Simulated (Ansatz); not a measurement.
We consider bcc Nb, described by LDA (PAW; Ansatz, a quantum-chemistry and plane-wave program).

Settings: plane-wave cutoff 520 eV, 28×28×28 k mesh, Fermi–Dirac smearing 0.056 eV (set by the program), no spin polarisation, scalar-relativistic PAW data made under PBE.

The cell has the measured lattice: a = 3.3005 Å, b = 3.3005 Å, c = 3.3005 Å, α = 90.00°, β = 90.00°, γ = 90.00°.

Question: Give the computed elastic constant C12, polycrystal shear modulus (Hill average), Voigt–Reuss–Hill bulk modulus, elastic constant C44 and elastic constant C11.

Answer: 
- elastic constant C12 = 120 GPa
- polycrystal shear modulus (Hill average) = 18.3 GPa
- Voigt–Reuss–Hill bulk modulus = 157 GPa
- elastic constant C44 = 6.52 GPa
- elastic constant C11 = 233 GPa

Measured, for comparison: elastic constant C12 133 GPa, elastic constant C44 30.8 GPa, elastic constant C11 253 GPa (4 K, zero-point motion not removed; as tabulated in Wang et al. (2022), arXiv:2209.12322). Computed (rounded) less measured: elastic constant C12 -10 %, elastic constant C44 -79 %, elastic constant C11 -8 %.

Note: the shear constants of this metal are likely not converged at this k mesh and smearing; the cell isn't this level's own, so it is under some stress, which shifts stiffness and frequencies.

Elastic constants are with the ions relaxed.

The computed numbers hold no vibrational or temperature effects.
